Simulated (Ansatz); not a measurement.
Reaction: BSiH4F (SMILES FB[SiH3]) → BHF (SMILES F[BH], doublet) + SiH3 (SMILES [SiH3], doublet) (the B-Si bond breaks)
Each species at its own B3LYP-D3(BJ)/def2-TZVP minimum (Ansatz, an electronic-structure program).

Quantity: bond dissociation energy (electronic), in kcal/mol. Open shells are spin-unrestricted; no spin-orbit coupling. CBS(X,Y): correlation extrapolated as X^-3, Hartree-Fock from the larger set. A bracket is a step between two methods taken in the basis named. Functionals run without relativity, which enters their misses. Double hybrids freeze cores in their MP2 part. '+ core + X2C': CCSD(T) terms for core correlation (cc-pwCVTZ, 1s frozen past Ne) and scalar relativity (cc-pVTZ-DK).

CCSD(T)/CBS(cc-pV(T+d)Z,cc-pV(Q+d)Z) + [CCSDT(Q) - CCSD(T)]/cc-pV(D+d)Z + core + X2C (Ansatz) gives 86.9 kcal/mol.

How far off this value is PBE/def2-TZVPD (Ansatz), in which direction, and which of these levels come nearer: r2SCAN/def2-TZVPD, B3LYP/def2-TZVPD, PBE0/def2-TZVPD, B2PLYP/def2-TZVPD, CCSD(T)/CBS(cc-pV(T+d)Z,cc-pV(Q+d)Z) + core + X2C?

PBE gives 82.4 kcal/mol, 4.5 kcal/mol below it. Differences of the others: r2SCAN/def2-TZVPD (Ansatz) -7.4; B3LYP/def2-TZVPD (Ansatz) -5.5; PBE0/def2-TZVPD (Ansatz) -4.3; B2PLYP/def2-TZVPD (Ansatz) -4.0; CCSD(T)/CBS(cc-pV(T+d)Z,cc-pV(Q+d)Z) + core + X2C (Ansatz) -0.1 kcal/mol. Nearer than PBE: PBE0/def2-TZVPD, B2PLYP/def2-TZVPD, CCSD(T)/CBS(cc-pV(T+d)Z,cc-pV(Q+d)Z) + core + X2C.
